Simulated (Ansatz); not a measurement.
Relaxation of H₆NSi (8 atoms, charge 0, multiplicity 2), to a largest force component of 0.03 eV/Å in at most 50 steps.

The calculation used UKS PBE0-D4/def2-SVP (Ansatz).

```xyz
8
Properties=species:S:1:pos:R:3:forces:R:3
H 0.099 -1.792 1.274 1.76 1.16 -1.12
N 0.977 0.169 0.399 0.03 -0.04 0.14
Si -0.158 0.671 -0.849 -0.04 0.08 -0.07
H -0.417 -2.143 1.606 -1.77 -1.21 1.13
H 0.836 0.624 1.312 0.01 0.03 -0.09
H -1.475 1.203 -0.368 0.03 0.00 0.02
H 0.543 1.752 -1.616 -0.02 0.00 0.00
H -0.405 -0.484 -1.757 0.01 -0.02 -0.01
```

Question: Where does it end, and by what steps?

Answer: The forces met the threshold. The force dipped under the threshold on the way, but the program's further checks kept it going. After 20 steps the energy has fallen by 0.089 eV; H4 moved furthest, 0.78 Å.

```
step  energy less start (eV)  largest force component (eV/Å)  accepted
   0                  0.0000                           1.772       yes
   1                 -0.0660                           0.435       yes
   2                 -0.0337                           0.845        no
   3                 -0.0735                           0.315       yes
   4                 -0.0764                           0.301       yes
   5                 -0.0785                           0.203       yes
   6                 -0.0815                           0.155       yes
   7                 -0.0848                           0.058       yes
   8                 -0.0853                           0.037       yes
   9                 -0.0857                           0.055       yes
  10                 -0.0858                           0.104       yes
  11                 -0.0863                           0.079       yes
  12                 -0.0868                           0.012       yes
  13                 -0.0875                           0.068       yes
  14                 -0.0875                           0.121       yes
  15                 -0.0879                           0.038       yes
  16                 -0.0876                           0.057        no
  17                 -0.0881                           0.012       yes
  18                 -0.0883                           0.014       yes
  19                 -0.0884                           0.057       yes
  20                 -0.0886                           0.026       yes
```

```xyz
8
Properties=species:S:1:pos:R:3
H 0.076 -2.117 1.594
N 0.497 0.114 0.487
Si -0.180 0.827 -0.981
H -0.104 -2.766 1.957
H 0.883 0.831 1.118
H -1.416 1.589 -0.604
H 0.780 1.778 -1.631
H -0.536 -0.255 -1.940
```

The run took 19 s on 2 threads of AMD EPYC 9R14 (Zen 4), on a shared host, peak memory 0.15 GiB.
